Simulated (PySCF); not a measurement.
**CCSDTQ/STO-3G run of [NH4]+ (ammonium)**

What is the energy change on altering one bond length of [NH4]+ (ammonium) at CCSDTQ/STO-3G? Input form: a Python script.

The results are computed with PySCF 2.14.0.

15 further runs of the same task are left out: 2 that didn't finish, 13 set aside as unsound or not needed.

### Step 1. Starting point

[NH4]+ has 5 atoms, charge +1, and is taken as a singlet. SMILES: `[NH4+]`. The coordinates come from a PBE0-D4/def2-TZVP relaxation.

Bond lengths: N1–H2 1.024 Å, N1–H3 1.024 Å, N1–H4 1.024 Å, N1–H5 1.024 Å. Angles: H2–N1–H3 109.5°, H2–N1–H4 109.5°, H2–N1–H5 109.5°, H3–N1–H4 109.5°, H3–N1–H5 109.5°, H4–N1–H5 109.5°.

### Step 2. A single-point energy at CCSDTQ/STO-3G

input.xyz

```xyz
5
H4N
N      0.000010     0.000010     0.000000
H      0.453330    -0.447860     0.801010
H     -0.972430     0.216180     0.235210
H      0.023940    -0.633460    -0.803650
H      0.495160     0.865130    -0.232580
```

input.py

```python
# [NH4+]
from pyscf import gto, scf, cc

mol = gto.M(
    atom='input.xyz',
    max_memory=1860,
    verbose=4,
    basis='sto-3g',
    charge=1,
)

mf = scf.RHF(mol)
mf.conv_tol = 1e-10
mf.kernel()
if not mf.converged:
    mf = mf.newton().run(mf.mo_coeff, mf.mo_occ)

mycc = cc.CCSDTQ(mf, frozen=1)
mycc.kernel()
etot = mycc.e_tot
print('Final energy', etot)
```

Command:

```
$ OMP_NUM_THREADS=1 python input.py
```

The log of the run:

```text
PySCF version 2.14.0

[... 51 lines left out ...]
converged SCF energy = -55.8672499687988
[... 16 lines left out ...]
WARN: A large `blksize` is being used, which may cause large memory consumption
[... 10 lines left out ...]
Init t2, MP2 energy = -55.928343845997  E_corr(MP2) -0.061093877198
[... 9 lines left out ...]
RCCSDTQ converged
[... 3 lines left out ...]
Final energy -55.94777457699585
```

Wall time 1.1 s (1 thread of Arm Neoverse V2, shared host); peak memory 0.11 GiB.

### Step 3. The distorted shape, same level

run.py

```python
from pyscf import gto, scf, cc

mol = gto.M(
    atom='''
N     -0.748513    -1.307806     0.351597
H      0.108138    -2.154157     1.865286
H     -2.586158    -0.899304     0.796079
H     -0.703292    -2.504891    -1.167082
H      0.935717     1.634859    -0.439513
''',
    max_memory=1860,
    basis='sto-3g',
    charge=1,
    unit='bohr',
    verbose=4,
)

calc0 = scf.RHF(mol)
calc0.conv_tol = 1e-10
calc0.kernel()
if not calc0.converged:
    calc0 = calc0.newton().run(calc0.mo_coeff, calc0.mo_occ)

mycc = cc.CCSDTQ(calc0, frozen=1)
mycc.kernel()
e_tot = mycc.e_tot
print(f'total energy: {e_tot:.8f} hartree')
```

Command:

```
$ OMP_NUM_THREADS=1 python run.py
```

The log of the run:

```text
PySCF version 2.14.0

[... 53 lines left out ...]
converged SCF energy = -55.6695377676751
[... 16 lines left out ...]
WARN: A large `blksize` is being used, which may cause large memory consumption
[... 10 lines left out ...]
Init t2, MP2 energy = -55.758342628002  E_corr(MP2) -0.088804860327
[... 12 lines left out ...]
RCCSDTQ converged
[... 3 lines left out ...]
total energy: -55.79469583 hartree
```

Wall time 1.3 s (1 thread of Arm Neoverse V2, shared host); peak memory 0.11 GiB.

### Step 4. Outcome

Level: CCSDTQ/STO-3G, 1 core orbital frozen.

```
                                                         quantity         value
                                        first shape: total energy  -55.94777 Eh
                 first shape: HOMO energy (Hartree–Fock orbitals)     -27.40 eV
                 first shape: LUMO energy (Hartree–Fock orbitals)       6.39 eV
               first shape: HOMO–LUMO gap (Hartree–Fock orbitals)      33.79 eV
          first shape: correlation energy (1 core orbital frozen)     -80.5 mEh
                                       first shape: T1 diagnostic         0.004
                                    distorted shape: total energy  -55.79470 Eh
             distorted shape: HOMO energy (Hartree–Fock orbitals)     -20.24 eV
             distorted shape: LUMO energy (Hartree–Fock orbitals)      -5.10 eV
           distorted shape: HOMO–LUMO gap (Hartree–Fock orbitals)      15.14 eV
      distorted shape: correlation energy (1 core orbital frozen)    -125.2 mEh
                                   distorted shape: T1 diagnostic         0.043
energy change with the N1–H5 bond stretched from 1.024 to 1.842 Å      4.165 eV
```

In words: With the N1–H5 bond stretched from 1.024 to 1.842 Å the energy rises by 4.17 eV (96 kcal/mol). The first shape isn't relaxed at this level, so the change isn't measured from a minimum. The minimal basis adds a large error of its own. Mulliken charges (first shape) of the mean-field density run from -0.43 on N1 to +0.36 on H2.
